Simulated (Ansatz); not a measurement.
C3H5NO can be A, `N=C1CCO1`, or B, `CCOC#N`.

Gas-phase electronic energies from Ansatz, PBE0-D4/def2-TZVP geometries. CBS: MP2 limit from def2 TZ/QZ plus the TZ coupled-cluster correction, frozen cores. Functionals use def2-TZVPP. B3LYP here is the variant with VWN-RPA as its local correlation; programs differ in this. One conformer a species, not always the lowest.

Question: Which is lower in electronic energy at CCSD(T)/CBS, and by how much? (Estimate.)

Answer: Computed: A, by 5.2 kJ/mol.

Question: Give E(B) − E(A) in kJ/mol with PBE-D4, B3LYP-D4, MP2/def2-TZVPP, HF/def2-TZVPP, B2PLYP, B3LYP, BLYP-D4. (Best estimate.)

Answer: Ansatz gave: PBE-D4 25.5, B3LYP-D4 4.0, MP2/def2-TZVPP -2.9, HF/def2-TZVPP -17.1, B2PLYP -2.7, B3LYP 2.0, BLYP-D4 -0.1. The order is the other way round with MP2/def2-TZVPP, HF/def2-TZVPP, B2PLYP.

Question: Does the order hold for the free energy at 298.15 K (harmonic terms from PBE0-D4)? (Best estimate.)

Answer: Computed: No: G(B) − G(A) = -3.6 kJ/mol, for one conformer each.

Largest T1 diagnostic: 0.014.

From BLYP to BHLYP (50 % exact exchange), in def2-TZVPP and without D4, E(B) − E(A) moves by +6.0 kJ/mol. In def2-TZVPP, CCSD(T) changes the Hartree–Fock value by +18.8 kJ/mol (the triples alone add +1.7 kJ/mol) and MP2 by +14.3 kJ/mol.
